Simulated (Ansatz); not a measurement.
The same path of FH₃Si (5 atoms, charge 0, multiplicity 1) was run 3 times with different band settings. Lost on the way: Si1–H2, Si1–H3. Made: H2–H3.

The calculation used RKS r2SCAN-D4/def2-SVP (Ansatz).

Relaxed end points:

```xyz
5
Properties=species:S:1:pos:R:3
Si 0.248 -0.012 0.176
H 0.237 0.007 1.664
H 1.647 0.007 -0.331
F -0.517 1.316 -0.366
H -0.469 -1.213 -0.332
```

```xyz
5
Properties=species:S:1:pos:R:3
Si 0.166 -0.021 -0.775
H 0.851 -0.248 1.166
H 1.424 0.080 0.719
F -0.680 1.333 -0.384
H -0.614 -1.038 0.085
```

Common settings: climbing image yes; optimiser quadratic models (default); start path through a guess of the saddle point; force threshold 0.03 eV/Å; iteration limit 60; end points relaxed.

| run | movable images | spring |
| --- | --- | --- |
| 1 | 7 | 5.0 eV/Å² |
| 2 | 1 | 5.0 eV/Å² |
| 3 | 7 | 0.5 eV/Å² |

**Question.** What does each run give, and how far can it be trusted?

**Answer.** Run 1: converged after 9 iterations, highest image 2.779 eV above the first end. A vibrational analysis at the climbing image gives one clearly imaginary mode, 1103i cm⁻¹: a first-order saddle point.
Run 2: converged after 10 iterations, highest image 2.779 eV above the first end. Neighbouring images differ by up to 2.8 eV, so the band resolves the path poorly. Another band between the same ends (7 images) ends at a top of the same energy, where a vibrational analysis finds 1 clearly imaginary mode. So few images can step over the top or miss a turn of the path.
Run 3: converged after 10 iterations, highest image 2.779 eV above the first end. Another band between the same ends (7 images) ends at a top of the same energy, where a vibrational analysis finds 1 clearly imaginary mode.
The orbitals stay closed-shell, which can raise the energy where a bond breaks towards radicals; this wasn't checked here.
